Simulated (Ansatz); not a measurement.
Coupled-cluster run, BClH₄Si, SMILES `B[SiH2]Cl`.

```yaml
crystal:
  periodic: [false, false, false]
  atoms:
    - {symbol: B, position_ang: [-1.019711, 0.003000, -0.689648]}
    - {symbol: Si, position_ang: [0.626985, -0.105926, 0.445197]}
    - {symbol: Cl, position_ang: [1.793681, 1.595890, 0.380320]}
    - {symbol: H, position_ang: [-1.746343, -0.947366, -0.719322]}
    - {symbol: H, position_ang: [-1.315778, 0.962965, -1.333305]}
    - {symbol: H, position_ang: [0.245609, -0.331359, 1.866117]}
    - {symbol: H, position_ang: [1.476857, -1.245303, 0.004843]}
basis:
  gaussian: {orbitals: def2-TZVPP}
correlation: {method: ccsd_t}
output: {orbitals: {seedname: orbitals}}
```

```sh
$ ansatz run in.yaml --threads 2 --pin off --events-out ev --progress --plain --max-ram 4352MiB
```

Log, shortened:

```
Functional definition: HF
986 factors; integrals over basis functions are off by at most 7.8e-4 eV
mean field evaluation 1: about -21100.7855 eV, gradient 1.6e1 eV
mean field evaluation 2: about -21100.9436 eV, gradient 1.6e1 eV
mean field evaluation 4: about -21102.1945 eV, gradient 2.4e0 eV
mean field evaluation 8: about -21102.2147 eV, gradient 9.0e-2 eV
mean field -21102.21474293 eV, -775.4920882078 hartree, gradient 2.5e-6 eV, S^2 0.000000; 0 other end points of the search recorded, 0 dependent functions left out
11 core orbitals not correlated: weight in the atoms' cores, before any rotation towards them, 1.000 or more for the frozen orbitals, at most 0.000 for the correlated occupied ones
reference -21102.21474293 eV, -775.4920882078 hartree; 9, 9 occupied and 151, 151 virtual orbitals, 986 factors
second order -11.17858248 eV of doubles, -0.00000000 eV of singles
cycle   1  -12.18422199 eV  change    -1.0e0 eV  update   7.4e-2
cycle   2  -12.55134602 eV  change   -3.7e-1 eV  update   2.3e-2
cycle   3  -12.58320144 eV  change   -3.2e-2 eV  update   8.2e-3
cycle   4  -12.57822653 eV  change    5.0e-3 eV  update   2.8e-3
cycle   5  -12.57758805 eV  change    6.4e-4 eV  update   1.0e-3
cycle   6  -12.57758804 eV  change    6.1e-9 eV  update   4.1e-4
cycle   7  -12.57760160 eV  change   -1.4e-5 eV  update   1.5e-4
cycle   8  -12.57764451 eV  change   -4.3e-5 eV  update   5.8e-5
cycle   9  -12.57765205 eV  change   -7.5e-6 eV  update   2.1e-5
perturbative correction -0.45569109 eV, -0.0167463386 hartree
Total energy: -21115.24808607 eV, -775.9710547338 hartree
```

It took 15 s on 2 threads of an Arm Neoverse V2 on a shared host, with 1.3 GiB of host memory at the peak.

Correlation energy per correlated electron: -0.724 eV. T1 diagnostic: 0.0100.
